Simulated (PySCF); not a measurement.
**doublet S2O+ at 6 levels**

We compute a comparison of 6 runs (U-r2SCAN/def2-TZVP, U-wB97X/def2-TZVP, UBHLYP/def2-TZVP, UM06-2X/def2-TZVP, UPBE/def2-TZVP, USVWN5/def2-TZVP) of doublet S2O+. 

The calculation is run with PySCF 2.14.0.

2 further runs of the same task are left out: 2 set aside as unsound or not needed.

## (1) Starting point

S2O+ has 3 atoms, charge +1, and is taken as a doublet. SMILES of the parent species: `O=S=S`. Geometry: relaxed at PBE0-D4/def2-TZVP. That shape belongs to the parent species and isn't relaxed for this state.

Bond lengths: O1–S2 1.453 Å, S2–S3 1.880 Å. Angles: O1–S2–S3 117.8°.

## (2) The energy at U-r2SCAN/def2-TZVP (run 1)

geometry.xyz reads:

```xyz
3

O      0.451630     1.204020     0.493170
S      0.529120    -0.205510     0.148940
S     -0.980740    -0.998510    -0.642110
```

run.py reads:

```python
from pyscf import gto, dft

mol = gto.M(
    atom='geometry.xyz',
    charge=1,
    max_memory=1860,
    verbose=3,
    basis='def2-tzvp',
    spin=1,
)

ks = dft.UKS(mol, xc='r2scan')
ks.conv_tol = 1e-10
ks.grids.level = 5
ks.kernel()
if not ks.converged:
    ks = ks.newton().run(ks.mo_coeff, ks.mo_occ)

e_tot = ks.e_tot
print(f'total energy: {e_tot:.8f} hartree')
```

Started as:

```console
OMP_NUM_THREADS=1 python run.py
```

What it wrote:

```text
converged SCF energy = -871.178510464567  <S^2> = 0.76463928  2S+1 = 2.0145861
total energy: -871.17851046 hartree
```

Run time: 74 s. Hardware: 1 thread of Arm Neoverse V1, shared host; peak memory 0.58 GiB.

## (3) A single-point energy at U-wB97X/def2-TZVP (run 2)

job.py reads:

```python
from pyscf import gto, dft

system = gto.M(
    atom=[
    ('O', (0.451630, 1.204020, 0.493170)),
    ('S', (0.529120, -0.205510, 0.148940)),
    ('S', (-0.980740, -0.998510, -0.642110)),
],
    charge=1,
    max_memory=1860,
    basis='def2-tzvp',
    spin=1,
    verbose=3,
)

calc0 = dft.UKS(system)
calc0.xc = 'wb97x'
calc0.conv_tol = 1e-10
calc0.grids.level = 5
calc0.kernel()
if not calc0.converged:
    calc0 = calc0.newton().run(calc0.mo_coeff, calc0.mo_occ)

e_final = calc0.e_tot
print('Final energy', e_final)
```

Started as:

```console
OMP_NUM_THREADS=1 python job.py
```

What it wrote:

```text
converged SCF energy = -871.221202427471  <S^2> = 0.77220943  2S+1 = 2.0220875
Final energy -871.2212024274706
```

Run time: 63 s. Hardware: 1 thread of Arm Neoverse V1, shared host; peak memory 0.54 GiB.

Runs 3 to 5 aren't shown in full; the table further down has their settings and results.

## (4) A single-point energy at USVWN5/def2-TZVP (run 6)

job.py reads:

```python
from pyscf import gto, dft

mol = gto.Mole()
mol.atom = [
    ('O', (0.451630, 1.204020, 0.493170)),
    ('S', (0.529120, -0.205510, 0.148940)),
    ('S', (-0.980740, -0.998510, -0.642110)),
]
mol.verbose = 4
mol.charge = 1
mol.basis = 'def2-tzvp'
mol.max_memory = 1860
mol.spin = 1
mol.build()

ks = dft.UKS(mol)
ks.xc = 'svwn'
ks.conv_tol = 1e-10
ks.grids.level = 5
ks.kernel()
if not ks.converged:
    ks = ks.newton().run(ks.mo_coeff, ks.mo_occ)

e_tot = ks.e_tot
print('Final energy', e_tot)
```

Started as:

```console
OMP_NUM_THREADS=1 python job.py
```

What it wrote:

```text
PySCF version 2.14.0

[INPUT] num. atoms = 3
[INPUT] num. electrons = 39
[INPUT] charge = 1
[INPUT] spin (= nelec alpha-beta = 2S) = 1
[INPUT] symmetry False subgroup None
[INPUT] Mole.unit = angstrom
[INPUT] Symbol           X                Y                Z      unit          X                Y                Z       unit  Magmom
[INPUT]  1 O      0.451630000000   1.204020000000   0.493170000000 AA    0.853457009637   2.275268048499   0.931956232852 Bohr   0.0
[INPUT]  2 S      0.529120000000  -0.205510000000   0.148940000000 AA    0.999891887030  -0.388357615859   0.281455808993 Bohr   0.0
[INPUT]  3 S     -0.980740000000  -0.998510000000  -0.642110000000 AA   -1.853329999406  -1.886910432639  -1.213412041844 Bohr   0.0

nuclear repulsion = 142.34172430843
number of shells = 37
number of NR pGTOs = 172
number of NR cGTOs = 105
basis = def2-tzvp
ecp = {}

[... 101 lines left out ...]
converged SCF energy = -868.024036922743  <S^2> = 0.75308342  2S+1 = 2.003081
Final energy -868.0240369227431
```

Run time: 19 s. Hardware: 1 thread of Arm Neoverse V1, shared host; peak memory 0.35 GiB.

## (5) All runs side by side

| run | level | energy (Eh) | HOMO energy (eV) | LUMO energy (eV) | ⟨S²⟩ | wall time |
| --- | --- | --- | --- | --- | --- | --- |
| 1 | U-r2SCAN/def2-TZVP | -871.178510 | -14.83 | -13.65 | 0.765 | 74 s |
| 2 | U-wB97X/def2-TZVP | -871.221202 | -18.33 | -10.63 | 0.772 | 63 s |
| 3 | UBHLYP/def2-TZVP | -871.206015 | -17.37 | -11.69 | 0.803 | 39 s |
| 4 | UM06-2X/def2-TZVP | -871.182285 | -17.34 | -11.86 | 0.769 | 84 s |
| 5 | UPBE/def2-TZVP | -870.865382 | -14.57 | -13.92 | 0.756 | 29 s |
| 6 | USVWN5/def2-TZVP | -868.024037 | -14.75 | -14.29 | 0.753 | 19 s |

## (6) Outcome

```
                                 quantity          value
                      run 6: total energy  -868.02404 Eh
run 6: HOMO energy (highest over α and β)      -14.75 eV
 run 6: LUMO energy (lowest over α and β)      -14.29 eV
                              run 6: ⟨S²⟩          0.753
```

Totals of different functionals can't be ranked against each other. All runs together took 5.1 min, the longest 84 s.
